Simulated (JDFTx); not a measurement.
System: allene, C3H4 (SMILES C=C=C), charge 0, multiplicity 1; geometry: optimised with GFN2-xTB in vacuum (no frequencies checked; largest PBE force component 0.4 eV/Å). Coordinates in Å:
```xyz
7

C     -1.293    -0.001     0.002
C      0.001     0.003     0.002
C      1.294     0.002     0.002
H     -1.858    -0.702    -0.590
H     -1.862     0.702     0.589
H      1.861    -0.590     0.702
H      1.862     0.589    -0.702
```

Level of theory: PBE, GBRV ultrasoft potentials, plane waves to 20/100 Ha; code: a modified build of JDFTx. Liquid: CANDLE, water, 2 M KCl. The liquid run sits in a periodic box with 4.5 Å from the outermost atoms to the faces; the vacuum run is isolated. The box matters at about 0.01 eV. The solvation energy is E(in liquid) − E(vacuum) at fixed geometry, with no thermal, conformational or standard-state terms added.

The solvation energy is -0.06 eV and the part: cavitation term of the fluid comes out as 0.39 eV. The part: dispersion term of the fluid is -0.34 eV. The part: electrostatic term of the fluid comes out as -0.14 eV. The part: distortion of the solute's electrons comes out as 0.03 eV and the highest occupied level in vacuum (zero: vacuum level) is -6.60 eV. The highest occupied level in the liquid (zero: bulk electrolyte) comes out as -6.49 eV and the volume of the model's cavity is 184.3 Å³. The rough cost, vacuum and liquid run is 3 min and 3 min of core time.
